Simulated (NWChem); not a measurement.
**[S2]− at UM06-2X-D3(0)/DGauss-DZVP**

Aim: the vertical electron affinity of [S2]− at UM06-2X-D3(0)/DGauss-DZVP, from 2 runs. 

The results are computed with NWChem 7.3.0.

3 further runs of the same task are left out: 3 set aside as unsound or not needed.

## (1) The structure to begin with

The species is [S2]− (2 atoms), meant as a doublet with charge -1. Geometry: relaxed at GFN2-xTB.

Bond lengths: S1–S2 1.977 Å.

## (2) Energy and gradient at UM06-2X-D3(0)/DGauss-DZVP

Contents of run.py:

```python
from ase import Atoms
from ase.calculators.nwchem import NWChem

mol = Atoms('SS', positions=[
    [0.678550, -0.576410, -0.430000],
    [-0.678550, 0.576410, 0.430000],
])

calc = NWChem(
    label='s2',
    theory='dft',
    memory='2200 mb',
    basis='"dzvp (dft orbital)"',
    basispar='spherical',
    charge=-1,
    dft={'xc': 'm06-2x', 'mult': '2', 'disp': 'vdw 3', 'grid': 'fine', 'iterations': '150'},
)
mol.calc = calc

forces = mol.get_forces()
e = mol.get_potential_energy()
print(f"E = {e:.6f} eV")
print("forces (eV/A):")
for s, f in zip(mol.symbols, forces):
    print(f"{s:2s} {f[0]:10.5f} {f[1]:10.5f} {f[2]:10.5f}")
```

The run is started by

```
$ export ASE_NWCHEM_COMMAND="nwchem PREFIX.nwi > PREFIX.nwo"
$ python run.py
```

Output:

```text
E = -21668.183354 eV
forces (eV/A):
S     0.80306   -0.68222   -0.50892
S    -0.80306    0.68222    0.50892
```

The calculator wrote s2.nwi:

```
title "s2"

permanent_dir s2

scratch_dir s2

start s2

geometry units angstrom nocenter noautosym noautoz
  S  6.7854999999999999e-01 -5.7640999999999998e-01 -4.2999999999999999e-01
  S  -6.7854999999999999e-01 5.7640999999999998e-01 4.2999999999999999e-01
end

charge -1

memory 2200 mb

basis spherical noprint
   * library "dzvp (dft orbital)"
end

dft
  xc m06-2x
  mult 2
  disp vdw 3
  grid fine
  iterations 150
end

task dft gradient
```

s2.nwo:

```text
Northwest Computational Chemistry Package (NWChem) 7.3.0
             --------------------------------------------------------

           Job information
           ---------------

    nwchem branch   = 7.3.0
    use scalapack   = T
    input           = s2.nwi
    prefix          = s2.
    data base       = s2/s2.db
    status          = startup
    nproc           =        1

           Memory information
           ------------------

    heap     =     72089594 doubles =      550.0 Mbytes
    stack    =     72089599 doubles =      550.0 Mbytes
    global   =    144179200 doubles =     1100.0 Mbytes (distinct from heap & stack)
    total    =    288358393 doubles =     2200.0 Mbytes
    verify   = yes
    hardfail = no

           Directory information
           ---------------------

  0 permanent = s2
  0 scratch   = s2

[... 76 lines left out ...]
          Convergence on energy requested:  1.00D-06
[... 20 lines left out ...]
          Spatial weights used:  Erf1
[... 4 lines left out ...]
          total energy or number of iterations.
[... 40 lines left out ...]
 2-e energy   =     395.132987
[... 28 lines left out ...]
      One electron energy =    -1244.246506169332
[... 2 lines left out ...]
 Nuclear repulsion energy =       68.507054154777
[... 590 lines left out ...]
          Convergence on energy requested:  1.00D-06
[... 20 lines left out ...]
          Spatial weights used:  Erf1
[... 4 lines left out ...]
          total energy or number of iterations.
[... 18 lines left out ...]
                            NWChem DFT Gradient Module
                            --------------------------

                                        s2

  charge          =  -1.00
  wavefunction    = open shell

                         DFT ENERGY GRADIENTS

    atom               coordinates                        gradient
                 x          y          z           x          y          z
   1 S       1.282274  -1.089257  -0.812582   -0.015617   0.013267   0.009897
   2 S      -1.282274   1.089257   0.812582    0.015617  -0.013267  -0.009897

                 ----------------------------------------
                 |  Time  |  1-e(secs)   |  2-e(secs)   |
                 ----------------------------------------
                 |  CPU   |       0.00   |       0.15   |
                 ----------------------------------------
                 |  WALL  |       0.00   |       0.15   |
                 ----------------------------------------

 Task  times  cpu:        3.1s     wall:        3.1s
 Total times  cpu:        3.1s     wall:        3.1s
```

Wall time 4.2 s (1 thread of AMD EPYC 7B13 (Zen 3), shared host); peak memory 0.12 GiB.

## (3) Singlet [S2]2−, same level

Contents of input.nw:

```
start input
memory total 2200 mb
charge -2

geometry noautosym nocenter noautoz
 S     0.678550   -0.576410   -0.430000
 S    -0.678550    0.576410    0.430000
end

basis spherical
 * library "dzvp (dft orbital)"
end

dft
 xc m06-2x
 mult 1
 disp vdw 3
 grid fine
 iterations 150
 print medium
end

task dft gradient
```

The run is started by

```
$ nwchem input.nw > input.out
```

Output:

```text
[...]
          Wavefunction type:  closed shell.
          No. of atoms     :     2
          No. of electrons :    34
[...]
          Charge           :    -2
          Spin multiplicity:     1
[...]
          AO basis - number of functions:    36
[...]
              XC Information
              --------------
                       M06-2X Method XC Functional
                     Hartree-Fock (Exact) Exchange  0.540
                        M06-2X Exchange Functional  1.000
                      M06-2X Correlation Potential  1.000
[...]
 d= 0,ls=0.0,diis     1   -795.3138271835 -8.64D+02  1.35D-01  6.14D+00     0.4
[...]
 d= 0,ls=0.0,diis     7   -796.1132928383 -1.56D-07  2.48D-06  1.73D-09     1.7
         Total DFT energy =     -796.113292838322
      One electron energy =    -1252.548504221530
           Coulomb energy =      439.656076485270
    Exchange-Corr. energy =      -51.727919249904
 Nuclear repulsion energy =       68.507054154777
    Dispersion correction =       -0.000000006936
[...]
  wavefunction    = closed shell
                         DFT ENERGY GRADIENTS
    atom               coordinates                        gradient
                 x          y          z           x          y          z
   1 S       1.282274  -1.089257  -0.812582   -0.059334   0.050403   0.037600
   2 S      -1.282274   1.089257   0.812582    0.059334  -0.050403  -0.037600
[...]
```

Wall time 2.7 s (1 thread of AMD EPYC 7B13 (Zen 3), shared host); peak memory 0.12 GiB.

## (4) Summary of results

Level: UM06-2X-D3(0)/DGauss-DZVP.

| quantity | value |
| --- | --- |
| doublet [S2]−: total energy | -796.29106 Eh |
| doublet [S2]−: HOMO energy (highest over α and β) | -0.33 eV |
| doublet [S2]−: LUMO energy (lowest over α and β) | 3.45 eV |
| doublet [S2]−: dispersion energy | 0.00 kJ/mol |
| doublet [S2]−: ⟨S²⟩ | 0.753 |
| doublet [S2]−: largest force on an atom | 1.170 eV/Å |
| singlet [S2]2−: total energy | -796.11329 Eh |
| singlet [S2]2−: HOMO energy | 6.16 eV |
| singlet [S2]2−: LUMO energy | 12.79 eV |
| singlet [S2]2−: HOMO–LUMO gap (to an unbound level, set by the basis) | 6.63 eV |
| singlet [S2]2−: dispersion energy | 0.00 kJ/mol |
| singlet [S2]2−: largest force on an atom | 4.446 eV/Å |
| vertical electron affinity (to the singlet dianion) | -4.837 eV |

**Reading.** The dianion lies 4.84 eV (467 kJ/mol) above the anion: the electron isn't bound at this level, and such a value depends on the basis. Without diffuse functions anions come out too high. The largest force (doublet [S2]−) is 1.17 eV/Å: the shape isn't a stationary point for this species at this level. The HOMO (singlet [S2]2−) lies at positive energy, 6.16 eV; only total energies tell whether the electron is bound.
